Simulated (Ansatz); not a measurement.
A trace of molecular dynamics of BClH₂ (4 atoms, charge 0, multiplicity 1).

Computed with Ansatz, RKS PBE-D4/def2-SVP.

```
ensemble                      : NVE (velocity Verlet)
starting velocities drawn for : 300 K
seed                          : 386173
```

```tsv
time (fs)	T (K)	potential energy less start (eV)	conserved less start (meV/atom)
0.0	300	0.000	0.00
6.0	253	0.013	0.15
12.0	296	0.002	0.23
18.0	235	0.017	0.17
24.0	270	0.008	0.12
30.0	543	-0.065	-0.49
36.0	285	0.003	-0.24
42.0	520	-0.059	-0.63
48.0	625	-0.087	-0.76
54.0	306	-0.003	-0.42
60.0	547	-0.067	-0.80
66.0	443	-0.037	-0.06
72.0	116	0.048	0.18
78.0	237	0.017	0.32
84.0	390	-0.021	0.47
90.0	39	0.069	0.39
96.0	373	-0.018	0.15
102.0	408	-0.028	0.00
108.0	287	0.001	-0.48
114.0	518	-0.058	-0.49
120.0	569	-0.072	-0.75
126.0	358	-0.017	-0.52
132.0	444	-0.038	-0.25
138.0	403	-0.027	-0.18
144.0	189	0.029	0.17
150.0	423	-0.032	0.06
```

**Question.** Can this run be trusted? Judge the integration.

**Answer.** The conserved energy stayed within 0.89 meV per atom of its start (net change 0.063 meV per atom), so the integration is sound. A run of 0.15 ps of so small a system gives no equilibrium averages. The time step was 1 fs.

The run took 86 s on 1 thread of Arm Neoverse V1, with other jobs on the host, peak memory 0.083 GiB.
